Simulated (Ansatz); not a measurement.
Geometry optimisation, Ansatz 0.2.0, UKS BHLYP-D4/STO-3G.

input.yaml

```yaml
crystal:
  periodic: [false, false, false]
  atoms:
    - { symbol: "N", position_ang: [-1.3164, -0.3986, 0.3393] }
    - { symbol: C, position_ang: [-0.1377, 0.0351, 0.3538] }
    - { symbol: F, position_ang: [0.3322, 0.4674, 1.5035] }
    - { symbol: C, position_ang: [0.7923, 0.0271, -0.8829] }
    - { symbol: O, position_ang: [1.8823, 0.3805, -0.8633] }
    - { symbol: H, position_ang: [-1.7272, -0.2279, 1.2821] }
    - { symbol: H, position_ang: [2.78497, 0.59174, -1.21068] }
magnetization:
  spin_polarized: true
basis:
  gaussian: { orbitals: STO-3G }
hamiltonian:
  xc: { name: BHLYP }
  dispersion: d4
relax:
  f_tol: 0.02
  max_steps: 50
output:
  orbitals: {}
```

Launched with:

```bash
$ ansatz run input.yaml --threads 1 --pin off --max-ram 2048MiB --backend cpu --events-out ev --progress --plain --runs-dir out
```

Q: Where does it end, and by what steps?

A: It converged. Limits of this set-up: minimal basis. After 10 steps the energy has fallen by 3.560 eV; O5 moved furthest, 0.36 Å. The start is strongly strained (largest force component 18 eV/Å).

| step | energy less start (eV) | largest force component (eV/Å) | accepted |
| --- | --- | --- | --- |
| 0 | 0.0000 | 17.700 | yes |
| 1 | -1.9365 | 4.615 | yes |
| 2 | -2.3312 | 3.804 | yes |
| 3 | -2.8732 | 3.524 | yes |
| 4 | -3.4273 | 0.852 | yes |
| 5 | -3.5160 | 1.322 | yes |
| 6 | -3.5532 | 0.409 | yes |
| 7 | -3.5589 | 0.132 | yes |
| 8 | -3.5596 | 0.054 | yes |
| 9 | -3.5598 | 0.036 | yes |
| 10 | -3.5598 | 0.007 | yes |

```xyz
7
Properties=species:S:1:pos:R:3
N -1.326 -0.391 0.278
C -0.097 0.038 0.334
F 0.455 0.530 1.483
C 0.779 -0.010 -0.956
O 1.961 0.494 -0.534
H -1.734 -0.270 1.254
H 2.573 0.486 -1.336
```

Whether the end is a true minimum wasn't checked by a vibrational analysis.

The run took 33 s on 1 thread of Arm Neoverse V1, on a shared host, peak memory 0.15 GiB.
